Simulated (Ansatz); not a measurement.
# AlNH₃ (quartet): the correlation ladder at distance Al1–H4 along a hydrogen transfer = 1.875 Å, cc-pVTZ

One table from this session's results is given with a row withheld; the runs are named, their logs left out.

Computed with Ansatz 0.2.0, Gaussian basis. Level: cc-pVTZ, core rule «outside noble gas», up to 6 orbitals frozen.

To be run: UHF; CCSD(T) on ROHF; CCSD(T) on UHF; BCCD(T) on ROHF; CCSDT(Q) on ROHF; CCSDT(Q) on UHF; CASSCF and NEVPT2, 5 electrons in 5 orbitals.

5 further runs of the same task are left out: 5 for a known fault of the program.

**The geometry**

The geometry derives from fragments relaxed apart (PBE0/def2-TZVP) and kept rigid, so it is no stationary point. A hydrogen atom is moved between rigid fragments.

5 atoms, charge 0, spin multiplicity 4.

Atoms are counted from 1 here; the program's logs count them from 0.

Bond lengths: Al1–H2 1.586 Å, Al1–H3 1.586 Å, Al1–H4 1.875 Å, H4–N5 1.156 Å. Angles: H2–Al1–H3 120.0°, H2–Al1–H4 120.0°, H3–Al1–H4 120.0°, Al1–H4–N5 180.0°.

As a file:

```xyz
5

Al   -0.9712    0.0000    0.0000
H    -1.7642    1.3734    0.0000
H    -1.7642   -1.3734    0.0000
H     0.9038    0.0000    0.0000
N     2.0598    0.0000    0.0000
```

Set-up of the first run:

Input file in.yaml:

```yaml
crystal:
  periodic: [false, false, false]
  atoms:
    - {symbol: Al, position_ang: [-0.971228, 0.000000, 0.000000]}
    - {symbol: H, position_ang: [-1.764152, 1.373384, 0.000000]}
    - {symbol: H, position_ang: [-1.764152, -1.373384, 0.000000]}
    - {symbol: H, position_ang: [0.903772, 0.000000, 0.000000]}
    - {symbol: N, position_ang: [2.059772, 0.000000, 0.000000]}
basis:
  gaussian: {orbitals: cc-pVTZ}
magnetization: {spin_polarized: true, initial_magnetization: 3}
hamiltonian: {xc: hf}
output: {orbitals: {seedname: orbitals}}
```

On the command line:

```sh
> ansatz run in.yaml --threads 1 --pin off --events-out ev --progress --plain --max-ram 2816MiB --backend cpu
```

Among the steps run: UHF; CCSD(T) on ROHF; CCSD(T) on UHF; BCCD(T) on ROHF; CCSDT(Q) on ROHF; CCSDT(Q) on UHF; CASSCF and NEVPT2, 5 electrons in 5 orbitals.

One of the session's tables, all rows but one given; the rest of the session is left out.

```
     method  from UCCSDT(Q) (meV)
       ROHF               +7497.1
        UHF               +7130.8
       RMP2               +1236.8
       UMP2                     ?
      RCCSD                +234.3
      UCCSD                +223.5
   RCCSD(T)                 +39.5
   UCCSD(T)                 +38.2
    BCCD(T)                 +40.4
     RCCSDT                 +10.3
     UCCSDT                  +6.9
  RCCSDT(Q)                  +3.4
  UCCSDT(Q)                     0
CASSCF pair               +6729.4
NEVPT2 pair               +1275.7
```

Estimate the missing values for UMP2.

**Answer.** from UCCSDT(Q) (meV): +1300.6. In the column «from UCCSDT(Q) (meV)» it lies between NEVPT2 pair (+1275.7) and CASSCF pair (+6729.4).

To keep in mind: Restricted and unrestricted rows rest on different reference determinants; where their highest levels disagree by more than a few hundredths of an eV, they describe different states and don't form one ladder.
